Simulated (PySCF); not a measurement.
C4H4N2.
Cartesian coordinates in Å at the GFN2-xTB level; atoms count from 1:
```xyz
10
C4H4N2 angstrom
C     -2.000   -0.423   -0.086
C     -0.755    0.050   -0.096
N      0.283   -0.808   -0.373
C      1.490   -0.410   -0.412
C      1.963    0.913   -0.194
N      2.343    1.982   -0.020
H     -2.843    0.210    0.125
H     -2.189   -1.462   -0.294
H     -0.539    1.099    0.109
H      2.257   -1.146   -0.636
```

The calculation used TDDFT PBE0/def2-SVPD, vertical, gas phase, core orbitals frozen in the response in PySCF.

Kohn–Sham orbitals with the atoms that hold most of them (Löwdin shares over 4%, at most four atoms; ? is withheld):

```
orbital  ε (eV)                            atoms
 HOMO-3  -10.43   N6 34%, C5 28%, N3 13%, C2 12%
 HOMO-2  -10.28            N6 48%, C5 36%, C4 5%
 HOMO-1   -8.48                                ?
   HOMO   -7.95   C1 30%, C2 24%, C4 14%, N3 12%
   LUMO       ?                                ?
 LUMO+1    0.18   C2 30%, C1 22%, N3 14%, N6 10%
 LUMO+2    0.24  N6 36%, C5 30%, C4 16%, H10 10%
```

Question: Give the leading atoms of the HOMO-1.

Answer: N3 (bonded to 2 C) 61%; C2 (bonded to C, N and H) 12%; C4 (bonded to C, N and H) 10%; H9 (bonded to C) 5%. By element: nitrogen 61% or more, carbon 22% or more, hydrogen 5% or more.

Question: Which atoms hold the LUMO, and with what shares?

Answer: C4 (bonded to C, N and H) 23%; N3 (bonded to 2 C) 23%; C1 (bonded to C and 2 H) 17%; N6 (bonded to C) 13%. By element: carbon 40% or more, nitrogen 36%.

Question: What is the LUMO energy, and the HOMO–LUMO gap?

Answer: ε(LUMO) = -2.71 eV; the gap is 5.25 eV (0.1928 hartree).

Question: How does S1 compare with the orbital gap of 5.25 eV?

Answer: S1 is at 3.96 eV (f = 0.0019), 1.29 eV below the gap, made of HOMO-1→LUMO (99%). Its leading pair isn't HOMO and LUMO; the energies of that pair differ by 5.78 eV. Without the coupling terms of the response equations the lowest excitation would equal the gap.

Question: Give energy, strength and leading configuration of S1, S2 and S3, and follow the Löwdin shares of the leading atoms from the occupied to the empty orbital.

Answer: 
- S1 (3.96 eV, f 0.0019), HOMO-1→LUMO (99%): N3 61% → 23%, C2 12% → at most 14%, C4 10% → 23%
- S2 (5.01 eV, f 0.504), HOMO→LUMO (95%): C1 30% → 17%, C2 24% → at most 14%, C4 14% → 23%, N3 12% → 23%
- S3 (5.88 eV, f 0.0001), HOMO-2→LUMO (97%): N6 48% → 13%, C5 36% → at most 14%, C4 5% → 23%, N3 at most 4% → 23%

Löwdin shares depend on the basis, the more so with diffuse functions.

One conformer stands for the species.
